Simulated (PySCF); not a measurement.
# C3H2S (Thiopropynal): the cost of one run

Programs: PySCF 2.14.0, with routines of our own; each step states its level. All values are computed. Atoms count from 0.

### Step 1. The starting structure

6 atoms, charge 0, multiplicity 1; geometry from: GFN2-xTB.

### Step 2. Relaxing the molecule at PBE/def2-TZVP

The job: settings as JSON, then the geometry in Å.

```
{"job": {"xc": "PBE", "basis": "def2-TZVP", "grid": 1, "kind": "geom"}, "charge": 0, "multiplicity": 1}
C      1.542056    -0.199507    -0.060413
C      0.359889     0.031537    -0.006518
C     -1.016107     0.241430     0.049004
S     -2.110732    -0.956426    -0.088169
H      2.575011    -0.382396    -0.105471
H     -1.346995     1.267351     0.189992
```

Launch:

```console
> OMP_NUM_THREADS=1 python excited_run.py task.json out
```

This one command runs all jobs of the session in turn.

Q: Estimate the wall time and peak memory of this first job on 1 thread of Arm Neoverse V1, shared host.

About 23 s, with a peak of 0.5 GiB.
